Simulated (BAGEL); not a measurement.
# SiNH4 (SMILES N[SiH2]) at UHF/STO-3G (density fitting with qzvpp-jkfit)

Aim: the vertical electron affinity of SiNH4 at UHF/STO-3G (density fitting with qzvpp-jkfit), from 2 runs. 

The calculation is run with BAGEL 1.2.2.

## Step 1: The structure to begin with

SiNH4 has 6 atoms, charge 0, and is taken as a doublet. SMILES: `N[SiH2]`. The coordinates come from a PBE0-D4/def2-TZVP relaxation. This is one conformer, not always the lowest.

Bond lengths: N1–Si2 1.725 Å, N1–H3 1.008 Å, N1–H4 1.008 Å, Si2–H5 1.493 Å, Si2–H6 1.493 Å. Angles: N1–Si2–H5 107.3°, N1–Si2–H6 107.3°, Si2–N1–H3 119.9°, Si2–N1–H4 119.9°, H5–Si2–H6 110.5°, H3–N1–H4 110.9°.

## Step 2: The energy at UHF/STO-3G (density fitting with qzvpp-jkfit)

File input.json:

```json
{ "bagel" : [

{
  "title" : "molecule",
  "basis" : "sto-3g",
  "df_basis" : "qzvpp-jkfit",
  "angstrom" : true,
  "geometry" : [
    { "atom" : "N", "xyz" : [   -0.062300,   -0.863500,    0.020900 ] },
    { "atom" : "Si", "xyz" : [    0.307400,    0.815300,    0.161600 ] },
    { "atom" : "H", "xyz" : [    0.565000,   -1.475900,   -0.476400 ] },
    { "atom" : "H", "xyz" : [   -0.503600,   -1.346500,    0.787600 ] },
    { "atom" : "H", "xyz" : [    0.657400,    1.307800,   -1.204100 ] },
    { "atom" : "H", "xyz" : [   -0.921600,    1.498900,    0.664300 ] }
  ]
},
{ "title" : "uhf", "charge" : 0, "nopen" : 1 },
{ "title" : "print", "file" : "orbitals.molden", "orbitals" : true }

]}
```

Run with:

```console
$ BAGEL_NUM_THREADS=1 BAGEL input.json > input.out
```

The log of the run:

```text
* using 1 threads per process

  ===============================================================
  ===============================================================

  *** Geometry ***

  { "atom" : "N", "xyz" : [     -0.117730,     -1.631779,      0.039495 ] },
  { "atom" : "Si", "xyz" : [      0.580902,      1.540694,      0.305380 ] },
  { "atom" : "H", "xyz" : [      1.067695,     -2.789047,     -0.900266 ] },
  { "atom" : "H", "xyz" : [     -0.951666,     -2.544516,      1.488348 ] },
  { "atom" : "H", "xyz" : [      1.242306,      2.471384,     -2.275419 ] },
  { "atom" : "H", "xyz" : [     -1.741572,      2.832510,      1.255345 ] },

  Number of auxiliary basis functions:      277

  Since a DF basis is specified, we compute 2- and 3-index integrals:
    o Being stored without compression. Storage requirement is 0.001 GB

  Number of basis functions:       18
  Number of electrons      :       25

    * METHOD: MOLECULE                             0.08

  *** Open-shell HF ***

  === Nuclear Repulsion ===
    57.5910712154

      * DIIS with orbital gradients will be used.

  === UHF iteration (sto-3g) ===
      0       -341.58739028          0.02528172           0.01
      1       -341.60917279          0.00666990           0.01
      2       -341.61206109          0.00299633           0.01
      3       -341.61256392          0.00128041           0.01
      4       -341.61285181          0.00033182           0.01
      5       -341.61289245          0.00006546           0.00
      6       -341.61289660          0.00002432           0.00
      7       -341.61289754          0.00000999           0.00
      8       -341.61289773          0.00000291           0.00
      9       -341.61289774          0.00000089           0.00
     10       -341.61289775          0.00000036           0.00
     11       -341.61289775          0.00000008           0.01
     12       -341.61289775          0.00000002           0.01
     13       -341.61289775          0.00000001           0.01
    * SCF iteration converged.

    * S^2 (UHF) is 0.7516

    * Permanent dipole moment:
           (   -0.444791,     0.126824,    -0.388896) a.u.

    * METHOD: UHF                                  0.14

    * METHOD: PRINT                                0.00

  ===============================================================
```

It took 0.42 s on 1 thread of Intel Xeon Platinum 8375C at 2.90GHz (Ice Lake), shared host; peak memory 0.079 GiB.

## Step 3: The singlet anion

File input.json:

```json
{ "bagel": [

{
  "title": "molecule",
  "basis": "sto-3g",
  "df_basis": "qzvpp-jkfit",
  "angstrom": "true",
  "geometry": [
    { "atom": "N", "xyz": [      -0.062300,      -0.863500,       0.020900 ] },
    { "atom": "Si", "xyz": [       0.307400,       0.815300,       0.161600 ] },
    { "atom": "H", "xyz": [       0.565000,      -1.475900,      -0.476400 ] },
    { "atom": "H", "xyz": [      -0.503600,      -1.346500,       0.787600 ] },
    { "atom": "H", "xyz": [       0.657400,       1.307800,      -1.204100 ] },
    { "atom": "H", "xyz": [      -0.921600,       1.498900,       0.664300 ] }
  ]
},

{ "title": "hf", "charge": -1 },

{ "title": "print", "file": "orbitals.molden", "orbitals": "true" }

]}
```

Run with:

```console
$ BAGEL_NUM_THREADS=1 BAGEL input.json > input.out
```

The log of the run:

```text
* using 1 threads per process

  ===============================================================
  ===============================================================

  *** Geometry ***

  { "atom" : "N", "xyz" : [     -0.117730,     -1.631779,      0.039495 ] },
  { "atom" : "Si", "xyz" : [      0.580902,      1.540694,      0.305380 ] },
  { "atom" : "H", "xyz" : [      1.067695,     -2.789047,     -0.900266 ] },
  { "atom" : "H", "xyz" : [     -0.951666,     -2.544516,      1.488348 ] },
  { "atom" : "H", "xyz" : [      1.242306,      2.471384,     -2.275419 ] },
  { "atom" : "H", "xyz" : [     -1.741572,      2.832510,      1.255345 ] },

  Number of auxiliary basis functions:      277

  Since a DF basis is specified, we compute 2- and 3-index integrals:
    o Being stored without compression. Storage requirement is 0.001 GB

  Number of basis functions:       18
  Number of electrons      :       25

    * METHOD: MOLECULE                             0.07

  *** RHF ***

  === Nuclear Repulsion ===
    57.5910712154

      * DIIS with orbital gradients will be used.

  === RHF iteration (sto-3g) ===
      0       -341.35013766          0.01863191           0.00
      1       -341.38846464          0.00349490           0.00
      2       -341.39054758          0.00092746           0.00
      3       -341.39080517          0.00013964           0.00
      4       -341.39081615          0.00003285           0.00
      5       -341.39081680          0.00000492           0.00
      6       -341.39081681          0.00000062           0.00
      7       -341.39081681          0.00000012           0.00
      8       -341.39081681          0.00000002           0.00
      9       -341.39081681          0.00000001           0.00
    * SCF iteration converged.

    * Permanent dipole moment:
           (    0.181834,     1.036943,     0.047626) a.u.

    * METHOD: HF                                   0.09

    * METHOD: PRINT                                0.00

  ===============================================================
```

Run time: 0.38 s. Hardware: 1 thread of Intel Xeon Platinum 8375C at 2.90GHz (Ice Lake), shared host; peak memory 0.079 GiB.

## Step 4: Results

At UHF/STO-3G (density fitting with qzvpp-jkfit):

```
                                                            quantity          value
                                         doublet SiNH4: total energy  -341.61290 Eh
                                        doublet SiNH4: dipole moment         1.54 D
                                                 doublet SiNH4: ⟨S²⟩          0.752
                                         singlet anion: total energy  -341.39082 Eh
                                          singlet anion: HOMO energy        5.51 eV
                                          singlet anion: LUMO energy       22.60 eV
singlet anion: HOMO–LUMO gap (to an unbound level, set by the basis)       17.09 eV
                   vertical electron affinity (to the singlet anion)      -6.043 eV
```

In words: The anion lies 6.04 eV (583 kJ/mol) above the neutral: the electron isn't bound at this level, and such a value depends on the basis. Without diffuse functions anions come out too high. Hartree–Fock misses the correlation that binds many anions. In a minimal basis such a difference can be off by several eV, whatever the method. The HOMO (singlet anion) lies at positive energy, 5.51 eV: the electron is unbound at this level or held by a compact basis; values depend on the basis.
